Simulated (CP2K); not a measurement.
# AM1 run of S2F2 (Difluorodisulfane), part 2 of 2

CP2K 2026.2. Earlier steps stand in the parts before.

## 3. The doublet cation

Input file calc.inp:

```
&FORCE_EVAL
  METHOD QS
  &DFT
    CHARGE 1
    MULTIPLICITY 2
    UKS T
    &QS
      METHOD AM1
      EPS_DEFAULT 1.0E-10
      &SE
        &COULOMB
          CUTOFF [angstrom] 50
          RC_RANGE [angstrom] 0
        &END COULOMB
        &EXCHANGE
          CUTOFF [angstrom] 50
          RC_RANGE [angstrom] 0
        &END EXCHANGE
      &END SE
    &END QS
    &POISSON
      PERIODIC NONE
      POISSON_SOLVER ANALYTIC
    &END POISSON
    &SCF
      SCF_GUESS ATOMIC
      EPS_SCF 1.0E-06
      MAX_SCF 150
      ADDED_MOS 2
      &DIAGONALIZATION
        ALGORITHM STANDARD
      &END DIAGONALIZATION
      &MIXING
        METHOD DIRECT_P_MIXING
        ALPHA 0.4
      &END MIXING
    &END SCF
    &PRINT
      &MOMENTS
        PERIODIC F
        REFERENCE COM
        MAX_MOMENT 1
      &END MOMENTS
      &MO ON
        ENERGIES T
        OCCUPATION_NUMBERS T
        NDIGITS 6
        &EACH
          QS_SCF 0
        &END EACH
        ADD_LAST NUMERIC
      &END MO
      &HIRSHFELD OFF
      &END HIRSHFELD
    &END PRINT
  &END DFT
  &SUBSYS
    &CELL
      ABC 11 9.1 10.1
      PERIODIC NONE
    &END CELL
    &COORD
      UNIT bohr
      F     -3.3707990    -0.3778129    -1.1746349
      S     -0.8837682     1.4440342    -1.1950061
      S      1.9747449    -0.5223014    -0.3490702
      F      2.2797845    -0.5439010     2.7187112
    &END COORD
    &TOPOLOGY
      &CENTER_COORDINATES
      &END CENTER_COORDINATES
    &END TOPOLOGY
  &END SUBSYS
&END FORCE_EVAL

&GLOBAL
  PROJECT calc
  RUN_TYPE ENERGY
  PRINT_LEVEL MEDIUM
&END GLOBAL
```

Launch:

```bash
$ OMP_NUM_THREADS=1 cp2k.psmp -i calc.inp > calc.out 2>&1
```

The program printed:

```text
CP2K| version string:                                       CP2K version 2026.2
 CP2K| Input file name                                                  calc.inp

 GLOBAL| Basis set file name                                           BASIS_SET
 GLOBAL| Potential file name                                           POTENTIAL
 GLOBAL| Coordinate file name                                      __STD_INPUT__
 GLOBAL| Method name                                                        CP2K
 GLOBAL| Project name                                                       calc
 GLOBAL| Run type                                                         ENERGY
 GLOBAL| FFT library                                                       FFTW3
 GLOBAL| Diagonalization library                                       ScaLAPACK
 GLOBAL| Global print level                                               MEDIUM
 GLOBAL| Total number of message passing processes                             1
 GLOBAL| Number of threads for this process                                    1
 GLOBAL| CPU model name                                                  UNKNOWN

 CELL| Volume [angstrom^3]:                                          1011.010000
 CELL| Vector a [angstrom]:      11.000     0.000     0.000   |a| =    11.000000
 CELL| Vector b [angstrom]:       0.000     9.100     0.000   |b| =     9.100000
 CELL| Vector c [angstrom]:       0.000     0.000    10.100   |c| =    10.100000
 CELL| Angle (b,c), alpha [degree]:                                    90.000000
 CELL| Angle (a,c), beta  [degree]:                                    90.000000
 CELL| Angle (a,b), gamma [degree]:                                    90.000000
 CELL| Numerically orthorhombic:                                             YES
 CELL| Periodicity                                                          NONE

 GENERATE|  Preliminary Number of Bonds generated:                             0
 GENERATE|  Achieved consistency in connectivity generation.

                                   2008 - 2015

 SEMIEMPIRICAL|                             Coulomb Integral cutoff/taper values
 SEMIEMPIRICAL| Cutoff [a.u.]                                             94.486
 SEMIEMPIRICAL| Taper  [a.u.]                                             94.486
 SEMIEMPIRICAL| Range  [a.u.]                                              0.000

 SEMIEMPIRICAL|                            Exchange Integral cutoff/taper values
 SEMIEMPIRICAL| Cutoff [a.u.]                                             94.486
 SEMIEMPIRICAL| Taper  [a.u.]                                             94.486
 SEMIEMPIRICAL| Range  [a.u.]                                              0.000

 ATOMIC KIND INFORMATION

  1. Atomic kind: F                                     Number of atoms:       2

     Orbital Basis Set                                           Fluorine_STO-6G

       Number of orbital shell sets:                                           2
       Number of orbital shells:                                               2
       Number of primitive Cartesian functions:                               12
       Number of Cartesian basis functions:                                    4
       Number of spherical basis functions:                                    4
       Norm type:                                                              2

     AE Potential information for                                       Fluorine
       Gaussian exponent of the core charge distribution:               3.858025
       Electronic configuration (s p d ...):                       2   5   0   0

  2. Atomic kind: S                                     Number of atoms:       2

     Orbital Basis Set                                             Sulfur_STO-6G

       Number of orbital shell sets:                                           2
       Number of orbital shells:                                               2
       Number of primitive Cartesian functions:                               12
       Number of Cartesian basis functions:                                    4
       Number of spherical basis functions:                                    4
       Norm type:                                                              2

     AE Potential information for                                         Sulfur
       Gaussian exponent of the core charge distribution:               1.922338
       Electronic configuration (s p d ...):                       2   4   0   0

 MOLECULE KIND INFORMATION

 All atoms are their own molecule, skipping detailed information

 TOTAL NUMBERS AND MAXIMUM NUMBERS

  Total number of            - Atomic kinds:                                   2
                             - Atoms:                                          4
                             - Shell sets:                                     8
                             - Shells:                                         8
                             - Primitive Cartesian functions:                 48
                             - Cartesian basis functions:                     16
                             - Spherical basis functions:                     16

  Maximum angular momentum of the orbital basis functions:                     1

 MODULE QUICKSTEP: ATOMIC COORDINATES IN ANGSTROM

   Atom Kind Element         X             Y             Z       Z(eff)     Mass
      1    1 F     9      4.004920      4.111905      4.025255   7.0000  18.9984
      2    2 S    16      5.321000      5.075985      4.014475   6.0000  32.0650
      3    2 S    16      6.833660      4.035445      4.462125   6.0000  32.0650
      4    1 F     9      6.995080      4.024015      6.085525   7.0000  18.9984

 SCF PARAMETERS         Density guess:                                    ATOMIC
                        --------------------------------------------------------
                        max_scf:                                             150
                        max_scf_history:                                       0
                        max_diis:                                              4
                        --------------------------------------------------------
                        eps_scf:                                        1.00E-06
                        eps_scf_history:                                0.00E+00
                        eps_diis:                                       1.00E-01
                        eps_eigval:                                     1.00E-05
                        --------------------------------------------------------
                        level_shift [a.u.]:                             0.000000
                        added MOs                                         2    2
                        --------------------------------------------------------
                        Mixing method:                           DIRECT_P_MIXING
                        --------------------------------------------------------
                        No outer SCF

 PW_GRID| Information for grid number                                          1
 PW_GRID| Cutoff [a.u.]                                                      1.0
 PW_GRID| spherical cutoff:                                                   NO
 PW_GRID|   Bounds   1             -4       4                Points:           9
 PW_GRID|   Bounds   2             -4       3                Points:           8
 PW_GRID|   Bounds   3             -4       4                Points:           9
 PW_GRID| Volume element (a.u.^3)   10.53         Volume (a.u.^3)      6822.6337
 PW_GRID| Grid span                                                    FULLSPACE

 POISSON| Solver                                                        ANALYTIC
 POISSON| Periodicity                                                       NONE

 Extrapolation method: initial_guess

 Spin 1

 Number of electrons:                                                         13
 Number of occupied orbitals:                                                 13
 Number of molecular orbitals:                                                15

 Spin 2

 Number of electrons:                                                         12
 Number of occupied orbitals:                                                 12
 Number of molecular orbitals:                                                14

 Number of orbital functions:                                                 16
 Number of independent orbital functions:                                     16

 SCF WAVEFUNCTION OPTIMIZATION

  Step     Update method      Time    Convergence         Total energy    Change
  ------------------------------------------------------------------------------
     1 P_Mix/Diag. 0.40E+00    0.0     0.43064572       -46.6701231390 -4.67E+01
     2 P_Mix/Diag. 0.40E+00    0.0     0.23786591       -47.6603492410 -9.90E-01
     3 P_Mix/Diag. 0.40E+00    0.0     0.16461093       -48.3476080511 -6.87E-01
     4 P_Mix/Diag. 0.40E+00    0.0     0.11626430       -48.8022339852 -4.55E-01
     5 P_Mix/Diag. 0.40E+00    0.0     0.08093516       -49.0933563323 -2.91E-01
     6 DIIS/Diag.  0.59E-02    0.0     0.08859604       -49.2760239737 -1.83E-01
     7 DIIS/Diag.  0.24E-02    0.0     0.01141723       -49.5691602262 -2.93E-01
     8 DIIS/Diag.  0.37E-02    0.0     0.00894726       -49.5684303860  7.30E-04
     9 DIIS/Diag.  0.30E-02    0.0     0.02957321       -49.5686796342 -2.49E-04
    10 DIIS/Diag.  0.22E-02    0.0     0.00450807       -49.5696487282 -9.69E-04
[... 112 lines of further cycles ...]
   123 DIIS/Diag.  0.76E-05    0.0     0.00001195       -49.5693390353 -5.57E-10
   124 DIIS/Diag.  0.77E-05    0.0     0.00001218       -49.5693390358 -5.79E-10
   125 DIIS/Diag.  0.78E-05    0.0     0.00001241       -49.5693390364 -6.03E-10
   126 DIIS/Diag.  0.80E-05    0.0     0.00001265       -49.5693390371 -6.27E-10
   127 DIIS/Diag.  0.81E-05    0.0     0.00001289       -49.5693390377 -6.52E-10
   128 DIIS/Diag.  0.83E-05    0.0     0.00001314       -49.5693390384 -6.78E-10
   129 DIIS/Diag.  0.85E-05    0.0     0.00066170       -49.5693390391 -7.06E-10
   130 DIIS/Diag.  0.57E-06    0.0     0.00000224       -49.5693390209  1.82E-08
   131 DIIS/Diag.  0.57E-06    0.0     0.00000109       -49.5693390209 -2.60E-11
   132 DIIS/Diag.  0.57E-06    0.0     0.00000073       -49.5693390209 -1.33E-11

  *** SCF run converged in   132 steps ***

  Core-core repulsion energy [eV]:                           1458.78871714776665
  Core Hamiltonian energy [eV]:                             -2209.43891786347740
  Two-electron integral energy [eV]:                        -1196.40022179773246
  Electronic energy [eV]:                                   -2807.63902876234397

  Total energy [eV]:                                        -1348.85031161457709

  Atomic reference energy [eV]:                              1355.44260031508907
  Heat of formation [kcal/mol]:                               152.02180094450219

 MO| ALPHA EIGENVALUES AND OCCUPATION NUMBERS
 MO|
 MO|  Index      Eigenvalue [a.u.]        Eigenvalue [eV]             Occupation
 MO|      1              -2.024943             -55.101503               1.000000
 MO|      2              -2.018484             -54.925735               1.000000
 MO|      3              -1.097034             -29.851805               1.000000
 MO|      4              -0.975685             -26.549753               1.000000
 MO|      5              -0.919592             -25.023363               1.000000
 MO|      6              -0.861206             -23.434620               1.000000
 MO|      7              -0.844171             -22.971074               1.000000
 MO|      8              -0.819045             -22.287351               1.000000
 MO|      9              -0.809984             -22.040789               1.000000
 MO|     10              -0.776347             -21.125482               1.000000
 MO|     11              -0.669549             -18.219361               1.000000
 MO|     12              -0.647611             -17.622383               1.000000
 MO|     13              -0.634169             -17.256626               1.000000
 MO|     14              -0.355954              -9.686006               0.000000
 MO|     15              -0.249488              -6.788903               0.000000
 MO| Sum:                                                              13.000000
 MO| E(Fermi):           -0.634169 a.u.        -17.256626 eV
 MO| Band gap:            0.278215 a.u.          7.570620 eV

 MO| BETA EIGENVALUES AND OCCUPATION NUMBERS
 MO|
 MO|  Index      Eigenvalue [a.u.]        Eigenvalue [eV]             Occupation
 MO|      1              -2.013354             -54.786147               1.000000
 MO|      2              -2.006940             -54.611607               1.000000
 MO|      3              -1.071500             -29.156990               1.000000
 MO|      4              -0.955838             -26.009662               1.000000
 MO|      5              -0.901492             -24.530833               1.000000
 MO|      6              -0.831644             -22.630182               1.000000
 MO|      7              -0.827667             -22.521956               1.000000
 MO|      8              -0.813882             -22.146844               1.000000
 MO|      9              -0.803420             -21.862159               1.000000
 MO|     10              -0.722102             -19.649388               1.000000
 MO|     11              -0.662295             -18.021950               1.000000
 MO|     12              -0.599862             -16.323063               1.000000
 MO|     13              -0.359564              -9.784246               0.000000
 MO|     14              -0.326731              -8.890790               0.000000
 MO| Sum:                                                              12.000000
 MO| E(Fermi):           -0.599862 a.u.        -16.323063 eV
 MO| Band gap:            0.240297 a.u.          6.538817 eV

 POPULATION ANALYSIS

 # Atom  Element  Kind  Atomic population (alpha,beta)   Net charge  Spin moment
      1     F        1           3.606526     3.538876    -0.145403     0.067650
      4     F        1           3.606527     3.538878    -0.145405     0.067650
      2     S        2           2.893475     2.461126     0.645399     0.432350
      3     S        2           2.893471     2.461120     0.645409     0.432351
 # Total charge and spin        13.000000    12.000000     1.000000

 SE_DIPOLE| Dipole type                                             non-periodic
 SE_DIPOLE| Moment [a.u.]          -0.30666282      -0.25906514       0.43399994
 SE_DIPOLE| Moment [Debye]         -0.77945906      -0.65847783       1.10311771
 SE_DIPOLE| Derivative [a.u.]       0.00000000       0.00000000       0.00000000

 ENERGY| Total FORCE_EVAL ( QS ) energy [hartree]            -49.569339020940163

 MEMORY| Estimated peak process memory [MiB]                                 138

 -------------------------------------------------------------------------------
 ----                             MULTIGRID INFO                            ----
 -------------------------------------------------------------------------------
 total grid count     :           600              cutoff [a.u.]            1.00

 -------------------------------------------------------------------------------
 -                                                                             -
 -                                T I M I N G                                  -
 -                                                                             -
 -------------------------------------------------------------------------------
 SUBROUTINE                       CALLS  ASD         SELF TIME        TOTAL TIME
                                MAXIMUM       AVERAGE  MAXIMUM  AVERAGE  MAXIMUM
 CP2K                                 1  1.0    0.002    0.002    0.210    0.210
 qs_energies                          1  2.0    0.000    0.000    0.205    0.205
 scf_env_do_scf                       1  3.0    0.000    0.000    0.203    0.203
 scf_env_do_scf_inner_loop          132  4.0    0.004    0.004    0.203    0.203
 qs_scf_new_mos                     132  5.0    0.001    0.001    0.153    0.153
 calculate_dm_sparse                264  6.0    0.001    0.001    0.100    0.100
 cp_dbcsr_plus_fm_fm_t              264  7.0    0.001    0.001    0.099    0.099
 dbcsr_multiply_generic             264  8.0    0.004    0.004    0.075    0.075
 make_m2s                           528  9.0    0.003    0.003    0.042    0.042
 qs_ks_update_qs_env                132  5.0    0.000    0.000    0.040    0.040
 rebuild_ks_matrix                  132  6.0    0.000    0.000    0.038    0.038
 build_se_fock_matrix               132  7.0    0.001    0.001    0.038    0.038
 build_fock_matrix_coulomb          132  8.0    0.003    0.003    0.032    0.032
 dbcsr_finalize                    4507 10.3    0.008    0.008    0.026    0.026
 dbcsr_complete_redistribute        792  8.3    0.010    0.010    0.021    0.021
 -------------------------------------------------------------------------------

 -------------------------------------------------------------------------------
```

It took 0.4 s on 1 thread of Arm Neoverse V2, shared host.

## 4. Results

This closing draws on all 2 parts.

Level: AM1.

```
                                          quantity           value
                        singlet S2F2: total energy    -49.93504 Eh
                       singlet S2F2: dipole moment          1.02 D
                         singlet S2F2: HOMO energy       -10.11 eV
                         singlet S2F2: LUMO energy        -2.74 eV
                       singlet S2F2: HOMO–LUMO gap         7.37 eV
                   singlet S2F2: heat of formation  -77.5 kcal/mol
                      doublet cation: total energy    -49.56934 Eh
doublet cation: HOMO energy (highest over α and β)       -16.32 eV
 doublet cation: LUMO energy (lowest over α and β)        -9.78 eV
                 doublet cation: heat of formation  152.0 kcal/mol
vertical ionisation energy (to the doublet cation)        9.951 eV
```

Removing an electron at fixed nuclei costs 9.95 eV (960 kJ/mol).
